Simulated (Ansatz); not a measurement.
Coupled-cluster diagnostics for [AlMeH3]- (CH6Al⁻), Ansatz.

Geometry of the singlet (B3LYP-D4/def2-TZVPD):

```xyz
8

Al   -0.947   -0.048    0.151
C     1.054    0.053   -0.168
H     1.297    0.681   -1.035
H     1.487   -0.938   -0.358
H     1.584    0.476    0.695
H    -1.251   -1.014    1.447
H    -1.688   -0.671   -1.178
H    -1.535    1.459    0.446
```

Correlated methods freeze 6 core orbitals.

Estimate the CCSD(T) correlation energy, the shares of MP2 and (T), T1 and the reference's ⟨S²⟩ for: charge -1, singlet, own geometry in def2-TZVPPD; charge 0, doublet, vertical in def2-TZVPPD; and the rough time on 4 threads of Arm Neoverse V1 on a shared host.


| state | basis | correlation (eV) | MP2 share (%) | (T) share (%) | T1 | ⟨S²⟩ (pure) | wall time |
| --- | --- | --- | --- | --- | --- | --- | --- |
| charge -1, singlet, own geometry | def2-TZVPPD | -9.744 | 86.0 | 3.0 | 0.010 | 0.00 (0.00) | 10 s |
| charge 0, doublet, vertical | def2-TZVPPD | -8.702 | 83.0 | 2.8 | 0.023 | 0.76 (0.75) | 3.9 min |
Customary marks for T1 are 0.02 (closed shells), 0.045 (open shells) and about 0.05 (3d metals). T1 exceeds 0.02 in 1 of 2 rows and 0.045 in 0; the higher it lies, the less the single-reference result can be trusted.
